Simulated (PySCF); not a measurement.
Species: C3H7OP.
Structure used (PBE0-D3(BJ)/def2-SVP), in Å, numbered top down from 1:
```xyz
12
C3H7OP angstrom
C      1.5833    0.6107   -0.1321
P      0.3473   -0.7015   -0.0068
O      0.8609   -2.1029   -0.0062
C     -1.0961   -0.1058    0.8708
C     -1.2189   -0.1568   -0.6824
H      2.2623    0.5365    0.7296
H      2.1697    0.4559   -1.0491
H      1.1128    1.6029   -0.1515
H     -1.6847   -0.8500    1.4176
H     -1.0867    0.8792    1.3497
H     -1.8730   -0.9431   -1.0738
H     -1.3083    0.7908   -1.2243
```

A calculation gives these core lines: C 1s: 290.77 (area 2), 291.23 (area 1) eV; O 1s: 536.22 eV; P 1s: 2151.82 eV; P 2p3/2: 137.89 eV.

Method used: delta-SCF UKS SCAN, pcX-2 on the ionised atom, pcseg-1 elsewhere, spin-free X2C in PySCF. Geometry: PBE0-D3(BJ)/def2-SVP; no solvent, vibrations or thermal averaging.

Problem. Order the carbon atoms by C 1s binding energy.

Solution. 290.77 eV: C4/C5 (sp3 carbon bound to phosphorus); 291.23 eV: C1 (sp3 carbon bound to phosphorus). Lowest listed C 1s: C4/C5, bonded to C, 2 H and P. Highest, 0.46 eV above it: C1, bonded to 3 H and P.

Bonded neighbours of each site: C1: 3 H and P; P2: O (double bond) and 3 C; O3: P (double bond); C4/C5: C, 2 H and P.

Problem. Give the binding energy of C 1s of C1 in hartree and in kJ/mol.

Solution. 291.23 eV = 10.7025 Eh = 28099 kJ/mol.

Atoms equivalent by their bonding share one computed value, that of the first of them. For 2p shells one spin-free hole was relaxed; a mean-field spin–orbit operator and the ground-state splitting of the three 2p orbitals were then diagonalised within the shell. The shell's mean is (2 × 2p3/2 + 2p1/2)/3, and the degeneracies 2j + 1 give areas of 2:1. 2p1/2 minus 2p3/2 (ligand field included): P 0.89 eV.
